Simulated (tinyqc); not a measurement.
UKS/B3LYP (VWN-RPA form) in the sto-6g basis, for LiH, spin multiplicity 3, step by step. This run ends on a higher stationary point, not on the lowest solution. One step of it, computed by the program tinyqc.

Question. Iteration 2: building the Kohn-Sham matrix. J_ij = sum D_kl (ij|kl) with D = D(alpha) + D(beta), K_ij = sum D_kl (ik|jl) for each spin; F = H + J - 0.2 K(s) + V_xc; E = tr D H + tr D J / 2 - 0.1 sum_s tr D(s) K(s) + E_xc + E_nn.

D(alpha) after iteration 1, lower triangle:
```
            1Li 1s    1Li 2s   1Li 2px   1Li 2py   1Li 2pz     2H 1s
1Li 1s    0.987945
1Li 2s    0.024622  0.035162
1Li 2px   0.000000  0.000000  0.185769
1Li 2py   0.000000  0.000000  0.388920  0.814231
1Li 2pz  -0.013251  0.033876  0.000000  0.000000  0.034046
2H 1s    -0.083724  0.151775  0.000000  0.000000  0.153464  0.692326
```

D(beta) after iteration 1, lower triangle:
```
            1Li 1s     1Li 2s   1Li 2px   1Li 2py    1Li 2pz     2H 1s
1Li 1s    0.980305
1Li 2s    0.039350   0.001580
1Li 2px   0.000000   0.000000  0.000000
1Li 2py   0.000000   0.000000  0.000000  0.000000
1Li 2pz   0.002596   0.000104  0.000000  0.000000   0.000007
2H 1s    -0.004039  -0.000162  0.000000  0.000000  -0.000011  0.000017
```

core Hamiltonian H = T + V (hartree), lower triangle:
```
            1Li 1s     1Li 2s    1Li 2px    1Li 2py    1Li 2pz      2H 1s
1Li 1s   -4.740362
1Li 2s   -1.007434  -1.360496
1Li 2px   0.000000   0.000000  -1.118235
1Li 2py   0.000000   0.000000   0.000000  -1.118235
1Li 2pz  -0.013073  -0.108998   0.000000   0.000000  -1.204398
2H 1s    -0.184433  -0.563933   0.000000   0.000000  -0.720842  -1.340036
```

Two-electron integrals (ij|kl) in chemists' order, unique and non-zero (hartree):
```
(11|11) 1.681247   (21|11) 0.242603   (21|21) 0.044507   (22|11) 0.397190
(22|21) 0.090279   (22|22) 0.290625   (31|31) 0.009437   (32|31) 0.014261
(32|32) 0.064236   (33|11) 0.397190   (33|21) 0.090279   (33|22) 0.290625
(33|33) 0.313125   (41|41) 0.009437   (42|41) 0.014261   (42|42) 0.064236
(43|43) 0.016875   (44|11) 0.397190   (44|21) 0.090279   (44|22) 0.290625
(44|33) 0.279374   (44|44) 0.313125   (51|51) 0.009437   (52|51) 0.014261
(52|52) 0.064236   (53|53) 0.016875   (54|54) 0.016875   (55|11) 0.397190
(55|21) 0.090279   (55|22) 0.290625   (55|33) 0.279374   (55|44) 0.279374
(55|55) 0.313125   (61|11) 0.043133   (61|21) 0.007761   (61|22) 0.015947
(61|33) 0.015722   (61|44) 0.015722   (61|51) 0.001038   (61|52) 0.002118
(61|55) 0.016396   (61|61) 0.001499   (62|11) 0.118510   (62|21) 0.027376
(62|22) 0.095186   (62|33) 0.090107   (62|44) 0.090107   (62|51) 0.004651
(62|52) 0.028663   (62|55) 0.105342   (62|61) 0.005805   (62|62) 0.054024
(63|31) 0.002133   (63|32) 0.010171   (63|53) 0.004205   (63|63) 0.003521
(64|41) 0.002133   (64|42) 0.010171   (64|54) 0.004205   (64|64) 0.003521
(65|11) 0.150460   (65|21) 0.035078   (65|22) 0.125854   (65|33) 0.117277
(65|44) 0.117277   (65|51) 0.007239   (65|52) 0.044264   (65|55) 0.143009
(65|61) 0.007742   (65|62) 0.078089   (65|65) 0.114198   (66|11) 0.289533
(66|21) 0.068066   (66|22) 0.259994   (66|33) 0.237313   (66|44) 0.237313
(66|51) 0.012684   (66|52) 0.097518   (66|55) 0.305356   (66|61) 0.015152
(66|62) 0.187952   (66|65) 0.281212   (66|66) 0.774999
```

nuclear repulsion = 0.86988035 hartree

V_xc(alpha) (hartree), lower triangle:
```
            1Li 1s     1Li 2s    1Li 2px    1Li 2py    1Li 2pz      2H 1s
1Li 1s   -0.890778
1Li 2s   -0.105756  -0.168284
1Li 2px   0.000000   0.000000  -0.148793
1Li 2py   0.000000   0.000000  -0.023184  -0.185685
1Li 2pz  -0.000984  -0.025664   0.000000   0.000000  -0.170707
2H 1s    -0.019716  -0.089995   0.000000   0.000000  -0.130224  -0.381183
```

V_xc(beta) (hartree), lower triangle:
```
            1Li 1s     1Li 2s    1Li 2px    1Li 2py    1Li 2pz      2H 1s
1Li 1s   -0.885507
1Li 2s   -0.104565  -0.138950
1Li 2px   0.000000   0.000000  -0.132991
1Li 2py   0.000000   0.000000  -0.004502  -0.140443
1Li 2pz  -0.000964  -0.016095   0.000000   0.000000  -0.143386
2H 1s    -0.019477  -0.051192   0.000000   0.000000  -0.067737  -0.136003
```

E_xc = sum of w rho eps_xc = -1.80309941 hartree

Give: Coulomb J; exchange K(alpha); exchange K(beta); F(alpha); F(beta); total energy of this density.

Answer.

Coulomb J (hartree), lower triangle:
```
         1Li 1s  1Li 2s  1Li 2px  1Li 2py  1Li 2pz   2H 1s
1Li 1s   4.0405
1Li 2s   0.6447  1.3492
1Li 2px  0.0000  0.0000   1.3240
1Li 2py  0.0000  0.0000   0.0131   1.3452
1Li 2pz  0.0130  0.0935   0.0000   0.0000   1.3784
2H 1s    0.1172  0.5053   0.0000   0.0000   0.6823  1.5194
```

exchange K(alpha) (hartree), lower triangle:
```
         1Li 1s  1Li 2s  1Li 2px  1Li 2py  1Li 2pz   2H 1s
1Li 1s   1.6807
1Li 2s   0.2695  0.1956
1Li 2px  0.0000  0.0000   0.0912
1Li 2py  0.0000  0.0000   0.1152   0.2774
1Li 2pz  0.0001  0.1078   0.0000   0.0000   0.1750
2H 1s    0.0489  0.2270   0.0000   0.0000   0.3000  0.6935
```

exchange K(beta) (hartree), lower triangle:
```
         1Li 1s  1Li 2s  1Li 2px  1Li 2py  1Li 2pz   2H 1s
1Li 1s   1.6669
1Li 2s   0.2548  0.0509
1Li 2px  0.0000  0.0000   0.0105
1Li 2py  0.0000  0.0000   0.0000   0.0105
1Li 2pz  0.0004  0.0001   0.0000   0.0000   0.0104
2H 1s    0.0465  0.0092   0.0000   0.0000   0.0013  0.0019
```

F(alpha) (hartree), lower triangle:
```
          1Li 1s   1Li 2s  1Li 2px  1Li 2py  1Li 2pz    2H 1s
1Li 1s   -1.9268
1Li 2s   -0.5224  -0.2187
1Li 2px   0.0000   0.0000   0.0387
1Li 2py   0.0000   0.0000  -0.0331  -0.0142
1Li 2pz  -0.0011  -0.0627   0.0000   0.0000  -0.0317
2H 1s    -0.0967  -0.1941   0.0000   0.0000  -0.2288  -0.3405
```

F(beta) (hartree), lower triangle:
```
          1Li 1s   1Li 2s  1Li 2px  1Li 2py  1Li 2pz   2H 1s
1Li 1s   -1.9188
1Li 2s   -0.5183  -0.1604
1Li 2px   0.0000   0.0000   0.0707
1Li 2py   0.0000   0.0000   0.0086   0.0845
1Li 2pz  -0.0011  -0.0316   0.0000   0.0000   0.0285
2H 1s    -0.0960  -0.1117   0.0000   0.0000  -0.1065  0.0430
```

total energy of this density = -7.886041 hartree
